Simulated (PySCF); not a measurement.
Task: What does the PBE0-D3(BJ)/def2-SVP structure of InChI=1S/CCl3F/c2-1(3,4)5 look like in three dimensions?

Result: 
```
atom  x, y, z in Å
F1    -0.9961    0.9751   -0.1244
C2    -0.0520    0.0510   -0.0065
Cl3    0.6091    0.1269    1.6296
Cl4   -0.7738   -1.5341   -0.3034
Cl5    1.2129    0.3811   -1.1954
```

Any rigid rotation of these coordinates is as good. Atoms count from 1 in this order. All 3 C–Cl bonds measure 1.766 to 1.767 Å.

Bonds between heavy atoms (Å): F1–C2 1.326, C2–Cl3 1.766, C2–Cl4 1.767, C2–Cl5 1.767.

Computed, not measured: PBE0-D3(BJ)/def2-SVP geometry optimisation, gas phase (PySCF 2.14.0).

Point group: C3v (tolerance 0.08 Å). No PBE0-D3(BJ)/def2-SVP frequencies stand behind this structure, so it isn't proved a minimum.

Cost: about 12 s of CPU time on one thread; the machine was shared, so the figure is rough. That covers the optimisation of the geometry.

---

Task: Write a Z-matrix for InChI=1S/C2Cl4F2/c3-1(4,5)2(6,7)8 as optimised with PBE0-D3(BJ)/def2-SVP.

Result: 
Z-matrix in Å and degrees, rows numbered from 1:
```
F 
C   1  1.3260
F   2  1.3265  1  108.46
Cl  2  1.7632  1  109.34  3  -119.19
C   2  1.5646  1  108.99  3   118.61
Cl  5  1.7708  2  107.48  1   -59.56
Cl  5  1.7629  2  109.20  1    59.70
Cl  5  1.7622  2  109.31  1  -178.89
```

Method used: PySCF 2.14.0, PBE0-D3(BJ)/def2-SVP geometry optimisation, gas phase.

Point group: Cs (every atom within 0.08 Å of its image). Not checked by PBE0-D3(BJ)/def2-SVP frequencies.

---

Problem. What does the PBE0-D3(BJ)/def2-SVP structure of `C` (CH4) look like in three dimensions?

Solution. 
```
atom  x, y, z in Å
C1     0.0000    0.0000    0.0000
H2    -0.7161   -0.2856   -0.7819
H3     0.1178    1.0917    0.0073
H4    -0.3723   -0.3345    0.9774
H5     0.9707   -0.4714   -0.2028
```

Orientation and origin are arbitrary. Atoms count from 1 in this order. 

The calculation used PBE0-D3(BJ)/def2-SVP geometry optimisation, gas phase (PySCF).

Point group: Td (tolerance 0.08 Å). Stationary, but not proved a minimum.

---

Task: Write Cartesian coordinates for `FCF` (CH2F2) as optimised with PBE0-D3(BJ)/def2-SVP.

Result: 
```xyz
5
CH2F2 angstrom
F      1.2217    0.4678    0.0374
C     -0.0134   -0.0613   -0.0064
F     -0.9226    0.9221    0.1095
H     -0.1332   -0.7625    0.8382
H     -0.1526   -0.5661   -0.9786
```

Orientation and origin are arbitrary. Atoms count from 1 in this order. 

Bonds between heavy atoms (Å): F1–C2 1.344, C2–F3 1.344.

The calculation used PBE0-D3(BJ)/def2-SVP geometry optimisation, gas phase (PySCF 2.14.0).

Point group: C2v (tolerance 0.08 Å). No PBE0-D3(BJ)/def2-SVP frequencies stand behind this structure, so it isn't proved a minimum.
